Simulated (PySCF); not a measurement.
One ligand Y is varied and pulled off as a radical: Zr(F)3–Y. Gas-phase values, no solvent. One relaxed conformer stands for each flexible species; it need not be the lowest. Multiplicities are imposed; where one is given, others were not computed. Strings in code marks are SMILES.

Quantity: electronic energy of homolysis of the metal–ligand bond (relaxed doublet parts, no counterpoise, zero-point or spin–orbit term), in kJ/mol. HF references are unrestricted for open shells and restricted for singlets.

Level 1: PBE/6-31G* (LANL2DZ on Zr) // TPSS-D3(BJ)/def2-SVP (PySCF)
Level 2: frozen-core MP2/6-31G* (LANL2DZ on Zr) // TPSS-D3(BJ)/def2-SVP (PySCF)
Level 3: HF/6-31G* (LANL2DZ on Zr) // TPSS-D3(BJ)/def2-SVP (PySCF)

| species | level 2 | level 3 |
|---|---|---|
| Cl: [Zr(F)3(Cl)] | 455.8 | 323.1 |
| F: [Zr(F)4] | 683.2 | 453.3 |
| Br: [Zr(F)3(Br)] | 425.7 | 288.4 |

### Question
What does level 1 give for each?

### Answer

- Cl: [Zr(F)3(Cl)]: 484.4
- F: [Zr(F)4]: 673.8
- Br: [Zr(F)3(Br)]: 437.9
